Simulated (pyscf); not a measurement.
PySCF, gas phase, ωB97X-D3(BJ)/def2-SVP geometries.

For HO–Ge(OH)(OH)–OH (SMILES [OH][Ge]([OH])([OH])[OH]) + HF (SMILES F) -> HO–Ge(OH)(OH)–F (SMILES [OH][Ge]([OH])([OH])[F]) + H₂O (SMILES O), a four-centre exchange (singlet surface; Ge–O, F–H broken, F–Ge, H–O formed), PBE/def2-TZVP gives ΔE‡ = 0.0 kcal/mol and ΔE = -6.5 kcal/mol (zero: the separated reactants). In which direction and how far do r²SCAN/def2-TZVP, B3LYP-D3(BJ)/def2-TZVP, ωB97M-D3(BJ)/def2-TZVP move these?

r²SCAN: ΔE‡ = 0.0 kcal/mol, ΔE = -6.6 kcal/mol; B3LYP-D3(BJ): ΔE‡ = 3.4 kcal/mol, ΔE = -6.3 kcal/mol; ωB97M-D3(BJ): ΔE‡ = 3.6 kcal/mol, ΔE = -6.2 kcal/mol. PBE's barrier matches one of them and lies within 3.6 kcal/mol of the others. Its reaction energy matches one of them and lies within 0.4 kcal/mol of the others. On the reactant side the descent ends in a bound adduct, 9.7 kcal/mol under the separated species and 13.6 kcal/mol under the saddle at ωB97X-D3(BJ)/def2-TZVP. On the product side the descent ends in an adduct with a Ge–O contact (not fully relaxed), 8.3 kcal/mol under the separated species and 18.0 kcal/mol under the saddle at ωB97X-D3(BJ)/def2-TZVP. What is counted as broken (Ge–O) persists as a longer contact in the product adduct; parting that adduct is a step of its own. This is the saddle that the search found; another between the same sides may lie lower. Elements up to Kr have no core potential and no relativistic terms here.
